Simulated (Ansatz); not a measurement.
# AlNH (quartet): from Hartree-Fock to the top rungs at scale of all distances = 1.320, 6-31G

Aim: climb from Hartree-Fock through coupled cluster and multireference methods for AlNH (quartet) at one geometry and basis, and see what each rung misses.

The runs use Ansatz 0.2.0, Gaussian basis; 6-31G, core rule «outside noble gas», up to 6 orbitals frozen.

Plan: UHF; CCSD(T) on ROHF; CCSD(T) on UHF; BCCD(T) on ROHF; CISD; CCSDT(Q) on ROHF; CCSDT(Q) on UHF; CCSDTQ on ROHF; CASSCF and MRCISD+Q, 5 electrons in 5 orbitals; CASSCF and NEVPT2, 5 electrons in 5 orbitals; CASSCF and MRCISD+Q, 9 electrons in 9 orbitals; CASSCF and NEVPT2, 9 electrons in 9 orbitals; Full CI.

17 further runs of the same task are left out: 1 for a mislabelled method, 1 for a known fault of the program, 11 that didn't finish, 4 set aside as unsound or not needed.

## (1) What is computed

The geometry derives from a PBE0/def2-TZVP stationary point (not a proven minimum). All distances are scaled together.

3 atoms, charge 0, spin multiplicity 4.

Atoms are counted from 1 here; the program's logs count them from 0.

No contacts short enough for the rule that draws bonds.

## (2) UHF

in.yaml

```yaml
crystal:
  periodic: [false, false, false]
  atoms:
    - {symbol: Al, position_ang: [0.000000, -0.138157, 0.815001]}
    - {symbol: N, position_ang: [0.000000, 0.141931, -1.702461]}
    - {symbol: H, position_ang: [0.000000, 1.725995, 1.841274]}
basis:
  gaussian: {orbitals: 6-31G}
magnetization: {spin_polarized: true, initial_magnetization: 3}
hamiltonian: {xc: hf}
output: {orbitals: {seedname: orbitals}}
```

Launch:

```sh
ansatz run in.yaml --threads 1 --pin off --events-out ev --progress --plain --max-ram 2393MiB
```

After this run come: CCSD(T) on ROHF; CCSD(T) on UHF; BCCD(T) on ROHF; CISD; CCSDT(Q) on ROHF; CCSDT(Q) on UHF; CCSDTQ on ROHF; CASSCF and MRCISD+Q, 5 electrons in 5 orbitals; CASSCF and NEVPT2, 5 electrons in 5 orbitals; CASSCF and MRCISD+Q, 9 electrons in 9 orbitals; CASSCF and NEVPT2, 9 electrons in 9 orbitals; Full CI.

Before running them: what should the planned runs give, taken together? Wanted: FCI below the RHF energy; RMP2 from FCI; UMP2 from FCI; RCCSD from FCI; RCCSD(T) from FCI; UCCSD(T) from FCI; RCCSDT(Q) from FCI; UCCSDT(Q) from FCI; NEVPT2 valence from FCI.

The runs gave:

| quantity | value |
| --- | --- |
| FCI below the RHF energy | -2.8984 eV |
| RMP2 from FCI | +101.5 kJ/mol |
| UMP2 from FCI | +91.2 kJ/mol |
| RCCSD from FCI | +8.3 kJ/mol |
| RCCSD(T) from FCI | +3.2 kJ/mol |
| UCCSD(T) from FCI | +3.0 kJ/mol |
| RCCSDT(Q) from FCI | +0.1 kJ/mol |
| UCCSDT(Q) from FCI | -0.1 kJ/mol |
| NEVPT2 valence from FCI | +39.8 kJ/mol |
| MRCISD+Q valence from FCI | +3.1 kJ/mol |
| levels within 1 kcal/mol (43 meV) | RCCSD(T), UCCSD(T), BCCD(T), RCCSDT, UCCSDT, RCCSDT(Q), UCCSDT(Q), RCCSDTQ, MRCISD+Q valence |
| T1 diagnostic | 0.076 |
| effectively unpaired electrons | 3.13 |

What this shows: RCCSD(T) misses by +3.2 kJ/mol, 1.2 % of the correlation energy. The occupations are near whole numbers, but T1 = 0.076 shows that the orbitals relax strongly. Of the multireference levels listed MRCISD+Q valence comes nearest in total energy (+3.1 kJ/mol), which doesn't show that its space is the better one. These misses are within one basis, not against nature; the frozen cores of restricted and unrestricted runs differ, which can shift their rows.
